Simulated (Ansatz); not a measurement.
Relaxation of CH₃NSi (6 atoms, charge 0, multiplicity 1), to a largest force component of 0.02 eV/Å in at most 50 steps.

Level of theory: RKS CAM-B3LYP-D4/cc-pVDZ (Ansatz 0.2.0).

```xyz
6
Properties=species:S:1:pos:R:3
C -0.412 -0.981 -0.119
N 0.738 -0.896 0.257
Si -0.025 0.742 -0.028
H -1.095 -1.728 -0.347
H 1.774 -0.982 0.283
H 0.028 1.437 1.304
```

**Question.** Where does it end, and by what steps?

**Answer.** It converged. After 10 steps the energy has fallen by 2.049 eV; H5 moved furthest, 0.54 Å.

| step | energy less start (eV) | largest force component (eV/Å) | accepted |
| --- | --- | --- | --- |
| 0 | 0.0000 | 7.267 | yes |
| 1 | -1.1413 | 2.752 | yes |
| 2 | -1.6441 | 1.806 | yes |
| 3 | -1.9038 | 0.629 | yes |
| 4 | -2.0055 | 0.364 | yes |
| 5 | -2.0407 | 0.405 | yes |
| 6 | -2.0430 | 0.224 | yes |
| 7 | -2.0467 | 0.107 | yes |
| 8 | -2.0484 | 0.048 | yes |
| 9 | -2.0475 | 0.144 | no |
| 10 | -2.0485 | 0.013 | yes |

```xyz
6
Properties=species:S:1:pos:R:3
C -0.327 -0.817 -0.089
N 0.928 -0.711 0.080
Si 0.016 1.087 -0.161
H -0.896 -1.759 -0.092
H 1.568 -1.484 0.271
H -0.282 1.273 1.341
```

Whether the end is a true minimum wasn't checked by a vibrational analysis.

Run time: 40 s on 1 thread of Arm Neoverse N1, with other jobs on the host, peak memory 0.13 GiB.
